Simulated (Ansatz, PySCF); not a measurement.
This PySCF input computes a SVWN5/def2-TZVPD energy:

```python
from pyscf import gto, scf, dft

mol = gto.M(
    atom='''
    Si    0.00120404    0.00180886    1.38646730
    Si   -0.00120404   -0.00180886   -1.38646730
    H     0.00036886    1.45904824    1.58578438
    H    -1.25989583   -0.72729025    1.58973123
    H     1.26366332   -0.72554387    1.58753743
    H    -0.02742193   -1.45881578   -1.58576119
    H    -1.24993550    0.74885627   -1.58757977
    H     1.27322108    0.70374539   -1.58971209
    ''',
    basis='def2-tzvpd',
    charge=1,
    spin=1,
    verbose=4,
)

mf = dft.UKS(mol, xc='svwn').density_fit(auxbasis='def2-universal-jkfit')
mf.grids.level = 3
mf.conv_tol = 1e-9
mf.max_cycle = 100
mf.max_memory = 1500
mf.kernel()
if not mf.converged:
    mf = mf.newton()
    mf.kernel(mf.make_rdm1())
for _ in range(2):
    mo, _, stable, _ = mf.stability(return_status=True)
    if stable:
        break
    mf.kernel(mf.make_rdm1(mo, mf.mo_occ))
mf.analyze()
```

**Question.** Write an input for the same energy in Ansatz (a program for electronic structure) and say what it gives.

**Answer.** 
Ansatz 0.2 input:
```yaml
crystal:
  periodic: [false, false, false]
  atoms:
    - {symbol: Si, position_ang: [0.00120404, 0.00180886, 1.38646730]}
    - {symbol: Si, position_ang: [-0.00120404, -0.00180886, -1.38646730]}
    - {symbol: H, position_ang: [0.00036886, 1.45904824, 1.58578438]}
    - {symbol: H, position_ang: [-1.25989583, -0.72729025, 1.58973123]}
    - {symbol: H, position_ang: [1.26366332, -0.72554387, 1.58753743]}
    - {symbol: H, position_ang: [-0.02742193, -1.45881578, -1.58576119]}
    - {symbol: H, position_ang: [-1.24993550, 0.74885627, -1.58757977]}
    - {symbol: H, position_ang: [1.27322108, 0.70374539, -1.58971209]}
basis:
  gaussian:
    orbitals: def2-TZVPD
hamiltonian:
  xc: {name: SVWN5}
total_charge: 1
magnetization: {spin_polarized: true, initial_magnetization: 1}
output: {forces: true}
```
It gives -579.85058 Eh, and PySCF -579.85066 Eh, a difference of 0.08 mEh, from the treatment of integrals and grids.
